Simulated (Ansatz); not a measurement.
```yaml
crystal:
  periodic: [false, false, false]
  atoms:
    - {symbol: F, position_ang: [0.139087, -0.066596, 1.676164]}
    - {symbol: C, position_ang: [0.375258, 0.198808, 0.383784]}
    - {symbol: C, position_ang: [-0.407632, -0.249732, -0.568105]}
    - {symbol: S, position_ang: [-1.307295, -0.760442, -1.720627]}
    - {symbol: H, position_ang: [1.250583, 0.804261, 0.187285]}
basis:
  gaussian: {orbitals: aug-cc-pVTZ}
total_charge: -1
magnetization: {spin_polarized: true, initial_magnetization: 2}
hamiltonian: {xc: {name: revPBE}, pseudopotentials: {relativity: scalar}}
```

```sh
$ ansatz run in.yaml --threads 2 --pin off --events-out ev --progress --plain --max-ram 4352MiB
```

It prints (some lines left out):

```
Error: a molecule whose nuclei and cores have a total charge of 38 cannot have a net charge of -1 together with 2 unpaired electrons
```

Something in this input is off. What?

The number of unpaired electrons doesn't fit the electron count. The program refused the input.
